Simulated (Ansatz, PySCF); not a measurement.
Gas-phase enthalpy of formation at 298 K, by the atomisation route, of F[C](F)F (SMILES; CF3). Structures are relaxed separately at B3LYP-D3(BJ)/def2-TZVP in Ansatz (a first-principles code). Correlated levels leave the core frozen unless marked. UHF or UKS for open shells. Spin-orbit coupling is left out. Non-relativistic. CBS marks a two-point X^-3 extrapolation of the correlation energy; Hartree-Fock from the larger set. [CCSD(T)-MP2]/basis is that difference in the basis named. Thermal terms are rigid-rotor harmonic-oscillator values from B3LYP-D3(BJ) frequencies (PySCF) at 298.15 K and 1 atm. 1 Eh = 627.5095 kcal/mol.

```tsv
species	count	E, RI-MP2/CBS(aug-cc-pVTZ,aug-cc-pVQZ)+[CCSD(T)-MP2]/aug-cc-pVTZ (Ansatz) (Eh)	E, PBE/def2-TZVPD (Ansatz) (Eh)	measured ΔHf at 0 K (kcal/mol)	H(298) - H(0) of the element (kcal/mol)
F[C](F)F	1	-337.34354	-337.39941	-	-
C atom	1	-37.79159	-37.79605	169.98	0.25
F atom	3	-99.66721	-99.67049	18.47	1.05
```

Molecule: zero-point energy 7.52, H(298) - H(0) 2.75 kcal/mol. The route leaves out scalar relativity and anharmonic zero-point terms, the atoms' spin-orbit terms, and in the frozen-core level the core correlation. Atomic data: G2/97 table in ASE.

### Question
Work out De, D0 and ΔHf at 0 and 298 K at both levels, and their errors against the measured value.

### Answer

The atoms' values sum to 225.39 (0 K) and 3.40 (thermal), in kcal/mol.
- RI-MP2/CBS(aug-cc-pVTZ,aug-cc-pVQZ)+[CCSD(T)-MP2]/aug-cc-pVTZ: De = 345.33; D0 = 345.33 - 7.52 = 337.81; ΔHf(0 K) = 225.39 - 337.81 = -112.42; ΔHf(298 K) = -112.42 + 2.75 - 3.40 = -113.07; error -1.2.
- PBE/def2-TZVPD: De = 371.42; D0 = 371.42 - 7.52 = 363.90; ΔHf(0 K) = 225.39 - 363.90 = -138.51; ΔHf(298 K) = -138.51 + 2.75 - 3.40 = -139.16; error -27.3.
Measured: -111.9 kcal/mol (Active Thermochemical Tables 1.112 (ions: stationary electron), as tabulated in the package chemicals).
